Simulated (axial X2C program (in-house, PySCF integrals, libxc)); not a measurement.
## Levels of BCl⁻ by electron attachment to BCl (EOM-EA-CCSD)

Computed with an in-house all-electron X2C program for linear molecules (integrals from PySCF): two-component X2C with atomic mean-field Coulomb and Gaunt terms, Gaussian nuclei, basis Cl dyall-av3z, B dyall-av3z with contracted cores.

R = 1.655 Å (0.960 times 1.724 Å, the PBE0 minimum at charge 0 for the lowest determinant).

Levels of BCl⁻ obtained by attaching an electron to BCl:

```json
{"Ω": "1/2", "binding energy (eV)": "-0.527", "above lowest (cm⁻¹)": "0", "attached spinor": "77% B pπ, 10% Cl dπ", "one-particle weight": "0.95"}
{"Ω": "3/2", "binding energy (eV)": "-0.531", "above lowest (cm⁻¹)": "27", "attached spinor": "77% B pπ, 10% Cl dπ", "one-particle weight": "0.95"}
{"Ω": "1/2", "binding energy (eV)": "-0.717", "above lowest (cm⁻¹)": "1530", "attached spinor": "51% B pσ, 34% B sσ, 11% Cl pσ", "one-particle weight": "0.99"}
{"Ω": "1/2", "binding energy (eV)": "-1.054", "above lowest (cm⁻¹)": "4244", "attached spinor": "55% B sσ, 43% B pσ", "one-particle weight": "0.99"}
{"Ω": "1/2", "binding energy (eV)": "-1.088", "above lowest (cm⁻¹)": "4522", "attached spinor": "83% B pπ, 9% Cl dπ", "one-particle weight": "0.97"}
{"Ω": "3/2", "binding energy (eV)": "-1.089", "above lowest (cm⁻¹)": "4526", "attached spinor": "83% B pπ, 9% Cl dπ", "one-particle weight": "0.97"}
{"Ω": "1/2", "binding energy (eV)": "-2.535", "above lowest (cm⁻¹)": "16196", "attached spinor": "71% Cl pσ, 10% Cl dσ, 8% B dσ", "one-particle weight": "0.99"}
```

Negative binding energies belong to unbound states, resonances or levels that the basis set holds; within some tenths of an eV of zero the sign is not settled.

This point took 14 s on 1 thread of Intel(R) Xeon(R) Processor @ 2.30GHz, with other jobs on the host.

Reference electrons by ω block (each with its −ω partner): 1/2: 9, 3/2: 2. 10 electrons of BCl correlated (inner shells frozen), 92 natural virtual spinors (a truncated set); levels can be off by some tenths of an eV. Roots sought by Ω: (1/2: 5, 3/2: 4, 5/2: 2, 7/2: 1); the list ends where they run out and leaves out roots under 60 % one-particle weight. The solver can skip a root, and states that need a further excitation, which the method places far too high, are missing though they may lie low or lowest. T1 of the reference 0.015 (Lee–Taylor). Number of frozen shells: Cl 2 s, 1 p; B 1 s.
